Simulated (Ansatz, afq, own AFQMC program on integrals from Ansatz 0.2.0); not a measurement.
# Mo, septet: AFQMC among the cluster methods

A free Mo atom.

Basis def2-SVP with its core potentials. Noble-gas cores (and the filled d shells of Ga–Kr and In–Xe) are frozen. Integrals, coupled cluster, full CI and functionals: Ansatz 0.2.0; the random walks run on the same integrals in our own AFQMC program. The CISD trial takes its coefficients from CCSD amplitudes. Released means that phaseless walkers are propagated on without the constraint, phases kept. Free projection: walkers drawn from exp(T), propagated without any constraint. Its projection time is finite, and what remains of the start isn't in its error. Error bars are statistical, one sigma. No spin–orbit coupling. The metal's outer-core s and p shells are frozen, which shifts wave-function levels against functionals.

Determinant: UHF, the one that the program's search chose, which needn't be the lowest solution.

Full CI on the same integrals is exact in this basis and with this determinant's frozen core.

Cautions: no spin-orbit coupling; outer-core shells of the metal frozen; the released energies have errors that jump between times, so the bars are unsure, so no released level is given (meV from the phaseless value at times in 1/Eh: -1.6 ± 0.5 at 0.60, -3.7 ± 0.6 at 1.20, -16 ± 12 at 2.00, -4.0 ± 1.2 at 3.00, -2.4 ± 1.3 at 4.20), though the last usable value meets full CI within the noise.

```
T1 diagnostic                               : 0.0074
weight of the determinant in the CISD state : 0.970
⟨S²⟩ of the determinant                     : 12.002
size of the correlated space                : 6 electrons in 27 orbitals
```

Reference: full CI, correlation energy -1.658 eV.

```tsv
level	E − E(reference) (meV)	share of correlation (%)
HF	1658.5	0.00
MP2	222.8	86.57
CCSD	27.9	98.32
CCSD(T)	4.8	99.71
CCSDT	0.2	99.99
CCSDT(Q)	0.0	100.00
CCSDTQ	-0.1	100.01
ph-AFQMC/HF	32.8 ± 9.6	98.02
ph-AFQMC/CISD	4.6 ± 0.6	99.72
free AFQMC	0.1 ± 0.3	99.99
```

CCSDT and higher add their correlation energy to the determinant of the CCSD(T) run, since their own runs factorise the integrals more tightly (a shift of under 2 meV). Free projections are given only where their last times agree within the noise and don't stop above the reference; a slow remainder of the start can still hide under it. A walk keeps the symmetry of its determinant, which the program's search chose and which needn't be the lowest solution, so a lower state of the same spin and another symmetry isn't excluded.
